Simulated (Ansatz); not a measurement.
# Structure relaxation of Li₂Cd

These are results of Ansatz 0.2.0, DFT PBE, scalar-relativistic, plane waves, PAW, not measurements. Cutoff 420 eV, Γ-centred k mesh, Gaussian smearing, no spin polarisation in the final step.

A relaxed cell is given with its space group left out.

```yaml
crystal:
  lattice:
    - [0.00000, 5.03809, 5.03809]
    - [5.03809, 0.00000, 5.03809]
    - [5.03809, 5.03809, 0.00000]
  atoms:
    - { symbol: Li, position: [0.39762, 0.39762, 0.39762] }
    - { symbol: Li, position: [0.39762, 0.39762, 0.80714] }
    - { symbol: Li, position: [0.39762, 0.80714, 0.39762] }
    - { symbol: Li, position: [0.85238, 0.85238, 0.44286] }
    - { symbol: Li, position: [0.85238, 0.85238, 0.85238] }
    - { symbol: Li, position: [0.80714, 0.39762, 0.39762] }
    - { symbol: Li, position: [0.85238, 0.44286, 0.85238] }
    - { symbol: Li, position: [0.44286, 0.85238, 0.85238] }
    - { symbol: Cd, position: [0.12500, 0.12500, 0.12500] }
    - { symbol: Cd, position: [0.12500, 0.12500, 0.62500] }
    - { symbol: Cd, position: [0.12500, 0.62500, 0.12500] }
    - { symbol: Cd, position: [0.62500, 0.12500, 0.12500] }
```

The zero of energy is the elements' standard structures at the same level; no fitted shifts are applied.

What space group does it have?

Fd-3m (No. 227). Conventional cell: a = 10.076 Å. Li is coordinated by 3 Cd at 2.77 Å and 3 Li at 2.92 Å; Cd is coordinated by 6 Li at 2.77 Å.

How far does it lie from the elements in energy?

-0.02 eV/atom.

Is it a metal?

Yes, bands cross the Fermi level on the 8×8×8 mesh.

The final run used a 8×8×8 mesh on its 12-atom cell and 0.10 eV smearing. The k mesh leaves about 4 meV/atom of noise in metals.

Cost: 3 runs of about 2.5 core-minutes in all, on Arm Neoverse V1 (shared hosts).